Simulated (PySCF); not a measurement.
## Level of theory and adiabatic energies of losing or gaining an electron: nitrosyl fluoride

Structure: `O=NF` (FNO).

All levels share the PBE0-D3(BJ)/ma-def2-SVP structures and the PBE0-D3(BJ)/ma-def2-SVP thermal terms; only the single-point energies (PySCF) change. Values are adiabatic energies of losing or gaining an electron (0 K, eV).

Measured (NIST Chemistry WebBook): adiabatic ionisation energy 12.65 eV.

```
                   level  ionisation energy to the radical cation    time
      HF/jun-cc-pV(T+d)Z                                    11.72   2.4 s
PBE0-D3(BJ)/ma-def2-TZVP                                    12.54       –
 CCSD(T)/jun-cc-pV(T+d)Z                                    12.69  19 min
     MP2/jun-cc-pV(T+d)Z                                    12.86    16 s
```

Times are wall times for all single points of a level on 1 thread of Arm Neoverse V2, a shared host; the dash marks the run that also made the structures.

Hartree-Fock leaves out electron correlation, so its ionisation energies and electron affinities from energy differences come out too low, often by 1 eV or more.

At HF/jun-cc-pV(T+d)Z a relaxed species lies above the same state at the other structure, so the structures fit that level poorly.

The spread: 1.14 eV, from 11.72 to 12.86.
